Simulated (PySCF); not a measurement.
**CH6AlN (SMILES C[NH][AlH2]), step by step**

Aim: a geometry optimisation (HF/6-31G**), then the harmonic vibrations, then the energy (NEVPT2(2,2)/Sapporo-DZP), then the vertical excitations (TDA-PBE/6-311G**) of CH6AlN. The job is set up through a Python script.

The results are computed with PySCF 2.14.0.

## 1. The structure to begin with

The species is CH6AlN (9 atoms), meant as a singlet with charge 0. As SMILES, `C[NH][AlH2]`. All atoms were displaced at random from a relaxed shape. The run starts from this shape.

Bond lengths: C1–N2 1.501 Å, N2–Al3 1.762 Å, C1–H4 1.134 Å, C1–H5 0.895 Å, C1–H6 1.108 Å, N2–H7 0.905 Å, Al3–H8 1.625 Å, Al3–H9 1.644 Å. Some angles: C1–N2–Al3 129.2°, C1–N2–H7 106.3°, Al3–N2–H7 124.2°, N2–C1–H4 102.3°, N2–C1–H5 121.1°, N2–C1–H6 106.9°, N2–Al3–H8 119.6°, N2–Al3–H9 117.3°, H4–C1–H5 111.2°, H4–C1–H6 112.6°.

## 2. A structure relaxation at HF/6-31G(d,p) (Cartesian functions) (run 1)

geometry.xyz

```xyz
9

C     -0.335320     0.983898    -0.806013
N      0.344801    -0.293556    -0.409678
Al     0.328885    -1.129041     1.141594
H     -1.026217     0.642129    -1.637589
H      0.138557     1.701604    -1.054096
H     -0.887721     1.344803     0.083914
H      0.858924    -0.537070    -1.113061
H      1.275422    -2.431250     1.361304
H     -0.644526    -0.518878     2.317996
```

calc.py

```python
# C[NH][AlH2]
from pyscf import gto, scf
from pyscf.geomopt.geometric_solver import kernel as optimise

molecule = gto.M(
    atom='geometry.xyz',
    basis='6-31g**',
    max_memory=1860,
    verbose=4,
    cart=True,
)

hf = scf.RHF(molecule)
converged, mol_eq = optimise(hf, maxsteps=100)
print('converged:', converged)
print(mol_eq.tostring())

hf.reset(mol_eq)
molecule = mol_eq
hf.kernel()
e_final = hf.e_tot
print('E(%s) = %.9f' % ('HF', e_final))
```

Command:

```bash
$ OMP_NUM_THREADS=1 python calc.py
```

The program printed:

```text
PySCF version 2.14.0

[INPUT] num. atoms = 9
[INPUT] num. electrons = 32
[INPUT] charge = 0
[INPUT] spin (= nelec alpha-beta = 2S) = 0
[INPUT] symmetry False subgroup None
[INPUT] Mole.unit = angstrom
[INPUT] Cartesian GTO integrals (6d 10f)
[INPUT] Symbol           X                Y                Z      unit          X                Y                Z       unit  Magmom
[INPUT]  1 C     -0.335320000000   0.983898000000  -0.806013000000 AA   -0.633662964089   1.859297754507  -1.523143822839 Bohr   0.0
[INPUT]  2 N      0.344801000000  -0.293556000000  -0.409678000000 AA    0.651579457476  -0.554740442223  -0.774179219260 Bohr   0.0
[INPUT]  3 Al     0.328885000000  -1.129041000000   1.141594000000 AA    0.621502576478  -2.133578273405   2.157300005447 Bohr   0.0
[INPUT]  4 H     -1.026217000000   0.642129000000  -1.637589000000 AA   -1.939269074373   1.213447946641  -3.094594714600 Bohr   0.0
[INPUT]  5 H      0.138557000000   1.701604000000  -1.054096000000 AA    0.261834782641   3.215565532464  -1.991952749000 Bohr   0.0
[INPUT]  6 H     -0.887721000000   1.344803000000   0.083914000000 AA   -1.677549565025   2.541309361493   0.158574478017 Bohr   0.0
[INPUT]  7 H      0.858924000000  -0.537070000000  -1.113061000000 AA    1.623131121816  -1.014915209720  -2.103380449935 Bohr   0.0
[INPUT]  8 H      1.275422000000  -2.431250000000   1.361304000000 AA    2.410198273245  -4.594396640349   2.572491732275 Bohr   0.0
[INPUT]  9 H     -0.644526000000  -0.518878000000   2.317996000000 AA   -1.217977620161  -0.980537312062   4.380377597837 Bohr   0.0

nuclear repulsion = 100.870384546702
number of shells = 38
number of NR pGTOs = 150
number of NR cGTOs = 79
basis = 6-31g**
ecp = {}
Create scanner for <class 'pyscf.grad.rhf.Gradients'>
Create scanner for <class 'pyscf.scf.hf.RHF'>

maxiter                   100
----------------------------------------------------------
Custom engine selected.
Bonds will be generated from interatomic distances less than 1.20 times sum of covalent radii
27 internal coordinates being used (instead of 27 Cartesians)
Internal coordinate system (atoms numbered from 1):
Distance 1-2
Distance 1-4
Distance 1-5
Distance 1-6
Distance 2-3
Distance 2-7
Distance 3-8
Distance 3-9
Angle 2-1-4
Angle 2-1-5
Angle 2-1-6
Angle 4-1-5
Angle 4-1-6
Angle 5-1-6
Angle 1-2-7
Angle 3-2-7
Angle 2-3-9
Angle 8-3-9
Out-of-Plane 2-1-3-7
Out-of-Plane 3-2-8-9
Dihedral 4-1-2-3
Dihedral 4-1-2-7
Dihedral 5-1-2-3
Dihedral 5-1-2-7
Dihedral 6-1-2-3
Dihedral 6-1-2-7
Dihedral 1-2-3-8
Dihedral 1-2-3-9
Dihedral 7-2-3-8
Dihedral 7-2-3-9
Translation-X 1-9
Translation-Y 1-9
Translation-Z 1-9
Rotation-A 1-9
Rotation-B 1-9
Rotation-C 1-9
> ===== Optimization Info: ====
> Job type: Energy minimization
> Maximum number of optimization cycles: 100
> Initial / maximum trust radius (Angstrom): 0.100 / 0.300
> Convergence Criteria:
> Will converge when all 5 criteria are reached:
>  |Delta-E| < 1.00e-06
>  RMS-Grad  < 3.00e-04
>  Max-Grad  < 4.50e-04
>  RMS-Disp  < 1.20e-03
>  Max-Disp  < 1.80e-03
> === End Optimization Info ===

Geometry optimization cycle 1
Cartesian coordinates (Angstrom)
 Atom        New coordinates             dX        dY        dZ
   C  -0.335320   0.983898  -0.806013    0.000000  0.000000  0.000000
   N   0.344801  -0.293556  -0.409678    0.000000  0.000000  0.000000
  Al   0.328885  -1.129041   1.141594    0.000000  0.000000  0.000000
[... 5 lines of this table left out ...]
   H  -0.644526  -0.518878   2.317996    0.000000  0.000000  0.000000

WARN: Mole.unit (angstrom) is changed to Bohr

New geometry
   1 C     -0.335320000000   0.983898000000  -0.806013000000 AA   -0.633662964089   1.859297754507  -1.523143822839 Bohr
   2 N      0.344801000000  -0.293556000000  -0.409678000000 AA    0.651579457476  -0.554740442223  -0.774179219260 Bohr
   3 Al     0.328885000000  -1.129041000000   1.141594000000 AA    0.621502576478  -2.133578273405   2.157300005447 Bohr
[... 5 lines of this table left out ...]
   9 H     -0.644526000000  -0.518878000000   2.317996000000 AA   -1.217977620161  -0.980537312062   4.380377597837 Bohr

******** <class 'pyscf.scf.hf.RHF_Scanner'> ********
method = RHF_Scanner
initial guess = minao
damping factor = 0
level_shift factor = 0
DIIS = <class 'pyscf.scf.diis.CDIIS'>
diis_start_cycle = 1
diis_space = 8
diis_damp = 0
SCF conv_tol = 1e-09
SCF conv_tol_grad = None
SCF max_cycles = 50
direct_scf = True
direct_scf_tol = 1e-13
Set gradient conv threshold to 3.16228e-05
Initial guess from minao.
init E= -337.810747672947
  HOMO = -0.273072404215513  LUMO = 0.0249862931533356  gap/eV = 8.11059
[... 21 lines left out ...]
converged SCF energy = -337.67169827718
[... 12 lines left out ...]
Step    0 : Gradient = 1.377e-01/2.827e-01 (rms/max) Energy = -337.6716982772
[... 51 lines left out ...]
converged SCF energy = -337.72756513933
[... 64 lines left out ...]
converged SCF energy = -337.728889585678
[... 62 lines left out ...]
converged SCF energy = -337.729644289072
[... 60 lines left out ...]
converged SCF energy = -337.72969681688
[... 58 lines left out ...]
converged SCF energy = -337.7297053819
[... 58 lines left out ...]
converged SCF energy = -337.729709401259
[... 30 lines left out ...]
******** <class 'pyscf.scf.hf.RHF_Scanner'> ********
method = RHF_Scanner
initial guess = minao
damping factor = 0
level_shift factor = 0
DIIS = <class 'pyscf.scf.diis.CDIIS'>
diis_start_cycle = 1
diis_space = 8
diis_damp = 0
SCF conv_tol = 1e-09
SCF conv_tol_grad = None
SCF max_cycles = 50
direct_scf = True
direct_scf_tol = 1e-13
Set gradient conv threshold to 3.16228e-05
init E= -337.729650774117
  HOMO = -0.364483433088964  LUMO = 0.0750890350389266  gap/eV = 11.96138
cycle= 1 E= -337.729710152811  delta_E= -5.94e-05  |g|= 0.000756  |ddm|= 0.00299
  HOMO = -0.364470321235272  LUMO = 0.0751162485459513  gap/eV = 11.96176
cycle= 2 E= -337.729710445355  delta_E= -2.93e-07  |g|= 0.000259  |ddm|= 0.000958
  HOMO = -0.364469630519435  LUMO = 0.0751116064038015  gap/eV = 11.96161
cycle= 3 E= -337.729710497357  delta_E= -5.2e-08  |g|= 4.28e-05  |ddm|= 0.000651
  HOMO = -0.364471611274015  LUMO = 0.0751126106330551  gap/eV = 11.96170
cycle= 4 E= -337.729710499059  delta_E= -1.7e-09  |g|= 1.54e-05  |ddm|= 0.000134
  HOMO = -0.364469785746649  LUMO = 0.0751129104688371  gap/eV = 11.96165
cycle= 5 E= -337.729710499243  delta_E= -1.83e-10  |g|= 5.19e-06  |ddm|= 4.45e-05
  HOMO = -0.364470974844725  LUMO = 0.0751126405676885  gap/eV = 11.96168
Extra cycle  E= -337.729710499262  delta_E= -1.92e-11  |g|= 2.79e-06  |ddm|= 1.08e-05
converged SCF energy = -337.729710499262

******** <class 'pyscf.grad.rhf.Gradients_Scanner'> for <class 'pyscf.scf.hf.RHF_Scanner'> ********
unit = Eh/Bohr
--------------- RHF_Scanner gradients ---------------
         x                y                z
0 C    -0.0002612664    -0.0002418941    -0.0000563865
1 N     0.0000361215    -0.0000248595    -0.0000301899
2 Al    -0.0000301243     0.0000075875     0.0000076694
[... 5 lines of this table left out ...]
8 H     0.0000221822    -0.0000163158     0.0000002160
----------------------------------------------
cycle 8: E = -337.729710499  dE = -1.098e-06  norm(grad) = 0.000468931
Step    7 : Displace = 1.963e-03/2.769e-03 (rms/max) Trust = 3.000e-01 (=) Grad = 1.563e-04/3.605e-04 (rms/max) E (change) = -337.7297104993 (-1.098e-06) Quality = 1.282
Hessian Eigenvalues: 5.86312e-03 2.23903e-02 2.37590e-02 ... 3.62958e-01 5.44713e-01 7.01659e-01

Geometry optimization cycle 9
Cartesian coordinates (Angstrom)
 Atom        New coordinates             dX        dY        dZ
   C  -0.392394   0.923931  -0.786950    0.000153  0.000065  0.000318
   N   0.340380  -0.259279  -0.381096    0.000619  0.000066 -0.000233
  Al   0.327488  -1.105127   1.175330    0.000401  0.000093 -0.000210
[... 5 lines of this table left out ...]
   H  -0.586804  -0.544222   2.337206    0.000627  0.001210 -0.000504
New geometry
   1 C     -0.392394454472   0.923931170613  -0.786949943258 AA   -0.741518051750   1.745976870408  -1.487119866500 Bohr
   2 N      0.340380335730  -0.259278915503  -0.381096218698 AA    0.643225612716  -0.489966140174  -0.720167480446 Bohr
   3 Al     0.327488393396  -1.105127173454   1.175329655562 AA    0.618863372493  -2.088387690642   2.221051155091 Bohr
[... 5 lines of this table left out ...]
   9 H     -0.586804156181  -0.544221835680   2.337205689155 AA   -1.108899143939  -1.028430220444   4.416678649279 Bohr

******** <class 'pyscf.scf.hf.RHF_Scanner'> ********
method = RHF_Scanner
initial guess = minao
damping factor = 0
level_shift factor = 0
DIIS = <class 'pyscf.scf.diis.CDIIS'>
diis_start_cycle = 1
diis_space = 8
diis_damp = 0
SCF conv_tol = 1e-09
SCF conv_tol_grad = None
SCF max_cycles = 50
direct_scf = True
direct_scf_tol = 1e-13
Set gradient conv threshold to 3.16228e-05
init E= -337.729704044632
  HOMO = -0.364468738146044  LUMO = 0.07510747516059  gap/eV = 11.96148
cycle= 1 E= -337.729710756676  delta_E= -6.71e-06  |g|= 0.000421  |ddm|= 0.00161
  HOMO = -0.364477567758854  LUMO = 0.0751163226196079  gap/eV = 11.96196
cycle= 2 E= -337.729710849129  delta_E= -9.25e-08  |g|= 0.000147  |ddm|= 0.000536
  HOMO = -0.364475207661653  LUMO = 0.0751133571065781  gap/eV = 11.96181
cycle= 3 E= -337.729710865634  delta_E= -1.65e-08  |g|= 2.42e-05  |ddm|= 0.00036
  HOMO = -0.364478347187903  LUMO = 0.0751144119697038  gap/eV = 11.96193
cycle= 4 E= -337.729710866178  delta_E= -5.44e-10  |g|= 8.66e-06  |ddm|= 7.99e-05
  HOMO = -0.364475813784921  LUMO = 0.0751144242977748  gap/eV = 11.96186
Extra cycle  E= -337.729710866223  delta_E= -4.52e-11  |g|= 4.73e-06  |ddm|= 1.9e-05
converged SCF energy = -337.729710866223

******** <class 'pyscf.grad.rhf.Gradients_Scanner'> for <class 'pyscf.scf.hf.RHF_Scanner'> ********
unit = Eh/Bohr
--------------- RHF_Scanner gradients ---------------
         x                y                z
0 C    -0.0000772428    -0.0000414865    -0.0000026801
1 N     0.0000699737    -0.0000107101     0.0000172403
2 Al    -0.0000344441    -0.0000016707    -0.0000206135
[... 5 lines of this table left out ...]
8 H     0.0000138807    -0.0000067187     0.0000035167
----------------------------------------------
cycle 9: E = -337.729710866  dE = -3.66961e-07  norm(grad) = 0.00013948
Step    8 : Displace = 1.163e-03/1.601e-03 (rms/max) Trust = 3.000e-01 (=) Grad = 4.649e-05/8.772e-05 (rms/max) E (change) = -337.7297108662 (-3.670e-07) Quality = 1.233
Hessian Eigenvalues: 5.86312e-03 2.23903e-02 2.37590e-02 ... 3.62958e-01 5.44713e-01 7.01659e-01
Converged! =D

converged: True
C          -0.39239445        0.92393117       -0.78694994
N           0.34038034       -0.25927892       -0.38109622
Al          0.32748839       -1.10512717        1.17532966
[... 5 lines of this table left out ...]
H          -0.58680416       -0.54422184        2.33720569

******** <class 'pyscf.scf.hf.RHF'> ********
method = RHF
initial guess = minao
damping factor = 0
level_shift factor = 0
DIIS = <class 'pyscf.scf.diis.CDIIS'>
diis_start_cycle = 1
diis_space = 8
diis_damp = 0
SCF conv_tol = 1e-09
SCF conv_tol_grad = None
SCF max_cycles = 50
direct_scf = True
direct_scf_tol = 1e-13
Set gradient conv threshold to 3.16228e-05
Initial guess from minao.
init E= -337.724919928363
  HOMO = -0.259782112124852  LUMO = 0.0244126906451845  gap/eV = 7.73333
cycle= 1 E= -337.692934265266  delta_E= 0.032  |g|= 0.325  |ddm|= 2.39
  HOMO = -0.342058392336606  LUMO = 0.0726575238984921  gap/eV = 11.28499
cycle= 2 E= -337.725014706333  delta_E= -0.0321  |g|= 0.129  |ddm|= 0.366
  HOMO = -0.37587399332951  LUMO = 0.0716406400949996  gap/eV = 12.17749
cycle= 3 E= -337.729029011898  delta_E= -0.00401  |g|= 0.0488  |ddm|= 0.131
  HOMO = -0.36309028780281  LUMO = 0.0752261402715435  gap/eV = 11.92720
cycle= 4 E= -337.729697544198  delta_E= -0.000669  |g|= 0.00592  |ddm|= 0.0528
  HOMO = -0.36465918825354  LUMO = 0.0751613209321667  gap/eV = 11.96813
cycle= 5 E= -337.729709671947  delta_E= -1.21e-05  |g|= 0.00164  |ddm|= 0.00758
  HOMO = -0.364453368659957  LUMO = 0.0751011328782454  gap/eV = 11.96089
cycle= 6 E= -337.729710806233  delta_E= -1.13e-06  |g|= 0.00033  |ddm|= 0.00245
  HOMO = -0.364488703471809  LUMO = 0.0751013363300856  gap/eV = 11.96185
cycle= 7 E= -337.729710860373  delta_E= -5.41e-08  |g|= 8.46e-05  |ddm|= 0.000525
  HOMO = -0.364480486582689  LUMO = 0.0751136589326915  gap/eV = 11.96197
cycle= 8 E= -337.729710865641  delta_E= -5.27e-09  |g|= 2.29e-05  |ddm|= 0.000178
  HOMO = -0.364477638976967  LUMO = 0.0751138904917426  gap/eV = 11.96189
cycle= 9 E= -337.729710866193  delta_E= -5.52e-10  |g|= 6.34e-06  |ddm|= 6.18e-05
  HOMO = -0.364477700430262  LUMO = 0.0751141226444538  gap/eV = 11.96190
Extra cycle  E= -337.72971086623  delta_E= -3.68e-11  |g|= 2.94e-06  |ddm|= 1.15e-05
converged SCF energy = -337.72971086623
E(HF) = -337.729710866
```

Run time: 2.1 min. Hardware: 1 thread of Intel Xeon at 2.50GHz (Skylake/Cascade Lake), shared host; peak memory 0.17 GiB.

The path in brief:

```tsv
step	energy from the first frame kept (eV)	largest force (eV/Å)
0	0.0000	14.5374
1	-1.5202	1.7965
2	-1.5563	0.7434
3	-1.5768	0.1363
4	-1.5782	0.0727
5	-1.5785	0.0315
6	-1.5786	0.0243
7	-1.5786	0.0185
8	-1.5786	0.0045
```

After the run. Bond lengths: C1–N2 1.450 Å, N2–Al3 1.771 Å, C1–H4 1.088 Å, C1–H5 1.088 Å, C1–H6 1.085 Å, N2–H7 0.999 Å, Al3–H8 1.582 Å, Al3–H9 1.581 Å. Some angles: C1–N2–Al3 129.2°, C1–N2–H7 111.7°, Al3–N2–H7 119.1°, N2–C1–H4 112.1°, N2–C1–H5 112.1°, N2–C1–H6 109.9°, N2–Al3–H8 117.8°, N2–Al3–H9 118.7°, H4–C1–H5 107.7°, H4–C1–H6 107.4°.

## 3. Vibrational wavenumbers at HF/6-31G(d,p) (Cartesian functions) (run 2)

mol.xyz

```xyz
9

C     -0.539003     1.299146    -1.071381
N      0.193771     0.115936    -0.665527
Al     0.180879    -0.729912     0.890899
H     -1.211308     1.097851    -1.909931
H      0.119046     2.108397    -1.364137
H     -1.148341     1.657054    -0.248541
H      0.769171    -0.233619    -1.403142
H      1.092983    -2.013517     1.039566
H     -0.733413    -0.169007     2.052775
```

input.py

```python
# C[NH][AlH2]
import numpy
from pyscf import gto, scf, symm
from pyscf.hessian import thermo

mol = gto.M(
    atom='mol.xyz',
    verbose=4,
    basis='6-31g**',
    max_memory=1860,
    cart=True,
)

calc0 = scf.RHF(mol)
calc0.kernel()

e_final = calc0.e_tot
print('E(%s) = %.9f' % ('HF', e_final))
hess = calc0.Hessian().kernel()
modes = thermo.harmonic_analysis(mol, hess)
print('frequencies (1/cm)', numpy.round(modes['freq_wavenumber'], 1))
symm.geom.TOLERANCE = 1e-3  # for the symmetry number
th = thermo.thermo(calc0, modes['freq_au'], 350, 101325)
thermo.dump_thermo(mol, th)
```

Command:

```bash
$ OMP_NUM_THREADS=1 python input.py
```

The program printed:

```text
PySCF version 2.14.0

[INPUT] num. atoms = 9
[INPUT] num. electrons = 32
[INPUT] charge = 0
[INPUT] spin (= nelec alpha-beta = 2S) = 0
[INPUT] symmetry False subgroup None
[INPUT] Mole.unit = angstrom
[INPUT] Cartesian GTO integrals (6d 10f)
[INPUT] Symbol           X                Y                Z      unit          X                Y                Z       unit  Magmom
[INPUT]  1 C     -0.539003000000   1.299146000000  -1.071381000000 AA   -1.018568050319   2.455030135824  -2.024616665063 Bohr   0.0
[INPUT]  2 N      0.193771000000   0.115936000000  -0.665527000000 AA    0.366174120883   0.219087287978  -1.257663758503 Bohr   0.0
[INPUT]  3 Al     0.180879000000  -0.729912000000   0.890899000000 AA    0.341811771685  -1.379333775034   1.683555114649 Bohr   0.0
[INPUT]  4 H     -1.211308000000   1.097851000000  -1.909931000000 AA   -2.289040372495   2.074637715580  -3.609246506817 Bohr   0.0
[INPUT]  5 H      0.119046000000   2.108397000000  -1.364137000000 AA    0.224964336225   3.984292891855  -2.577845326386 Bohr   0.0
[INPUT]  6 H     -1.148341000000   1.657054000000  -0.248541000000 AA   -2.170049987609   3.131378233615  -0.469674420726 Bohr   0.0
[INPUT]  7 H      0.769171000000  -0.233619000000  -1.403142000000 AA    1.453522532958  -0.441475927495  -2.651554093874 Bohr   0.0
[INPUT]  8 H      1.092983000000  -2.013517000000   1.039566000000 AA    2.065438528805  -3.804995677156   1.964495028410 Bohr   0.0
[INPUT]  9 H     -0.733413000000  -0.169007000000   2.052775000000 AA   -1.385949706196  -0.319376943134   3.879182545354 Bohr   0.0

nuclear repulsion = 100.680002246218
number of shells = 38
number of NR pGTOs = 150
number of NR cGTOs = 79
basis = 6-31g**
ecp = {}

******** <class 'pyscf.scf.hf.RHF'> ********
method = RHF
initial guess = minao
damping factor = 0
level_shift factor = 0
DIIS = <class 'pyscf.scf.diis.CDIIS'>
diis_start_cycle = 1
diis_space = 8
diis_damp = 0
SCF conv_tol = 1e-09
SCF conv_tol_grad = None
SCF max_cycles = 50
direct_scf = True
direct_scf_tol = 1e-13
Set gradient conv threshold to 3.16228e-05
[... 1 set-up line as earlier in the session ...]
init E= -337.724923650901
  HOMO = -0.259774771893866  LUMO = 0.0244117935191595  gap/eV = 7.73311
cycle= 1 E= -337.692901625484  delta_E= 0.032  |g|= 0.325  |ddm|= 2.39
  HOMO = -0.342055182279578  LUMO = 0.0726557175670282  gap/eV = 11.28486
cycle= 2 E= -337.724982357713  delta_E= -0.0321  |g|= 0.129  |ddm|= 0.366
  HOMO = -0.375867089160453  LUMO = 0.071639349597123  gap/eV = 12.17727
cycle= 3 E= -337.728996516918  delta_E= -0.00401  |g|= 0.0488  |ddm|= 0.131
  HOMO = -0.363084424743404  LUMO = 0.0752249035803176  gap/eV = 11.92700
cycle= 4 E= -337.729665076163  delta_E= -0.000669  |g|= 0.00592  |ddm|= 0.0528
  HOMO = -0.364653256406851  LUMO = 0.0751600425547299  gap/eV = 11.96793
cycle= 5 E= -337.729677203809  delta_E= -1.21e-05  |g|= 0.00164  |ddm|= 0.00758
  HOMO = -0.364447437582406  LUMO = 0.0750998381230534  gap/eV = 11.96069
cycle= 6 E= -337.729678338185  delta_E= -1.13e-06  |g|= 0.00033  |ddm|= 0.00245
  HOMO = -0.364482780425568  LUMO = 0.0751000393798522  gap/eV = 11.96166
cycle= 7 E= -337.729678392318  delta_E= -5.41e-08  |g|= 8.46e-05  |ddm|= 0.000525
  HOMO = -0.364474567040639  LUMO = 0.0751123590038425  gap/eV = 11.96177
cycle= 8 E= -337.729678397584  delta_E= -5.27e-09  |g|= 2.29e-05  |ddm|= 0.000178
  HOMO = -0.364471720878521  LUMO = 0.075112589635375  gap/eV = 11.96170
cycle= 9 E= -337.72967839814  delta_E= -5.56e-10  |g|= 6.34e-06  |ddm|= 6.18e-05
  HOMO = -0.364471782274075  LUMO = 0.0751128217457451  gap/eV = 11.96171
Extra cycle  E= -337.729678398171  delta_E= -3.09e-11  |g|= 2.94e-06  |ddm|= 1.15e-05
converged SCF energy = -337.729678398171
E(HF) = -337.729678398
frequencies (1/cm) [ 171.3  245.1  269.8  579.9  607.5  657.5  747.2  843.9 1172.1 1214.6
 1246.2 1532.1 1599.9 1625.7 1652.3 2015.4 2020.3 3123.7 3215.1 3251.4
 3812. ]
temperature 350.0000 [K]
pressure 101325.00 [Pa]
Rotational constants [GHz] 36.79019 5.06921 4.58109
Symmetry number 1
Zero-point energy (ZPE) 0.07200 [Eh]   189027.559 [J/mol]
                           tot       elec      trans        rot        vib
Entropy [J/mol/K]       302.747      0.000    162.942    100.099     39.705
Cv [J/mol/K]             77.059      0.000     12.472     12.472     52.115
Cp [J/mol/K]             85.373      0.000     20.786     12.472     52.115
Internal energy [J/mol]                      4365.091   4365.091 197409.703
Internal energy [Eh]   -337.65116  -337.72968
Enthalpy [J/mol]                             7275.152   4365.091 197409.703
Enthalpy [Eh]          -337.65006
Gibbs free energy [J/mol]                  -49754.697 -30669.584 183512.880
Gibbs free energy [Eh] -337.69041
```

Wall time 2.4 min (1 thread of Intel Xeon at 2.50GHz (Skylake/Cascade Lake), shared host); peak memory 0.16 GiB.

(Part 1 of 3 ends here.)
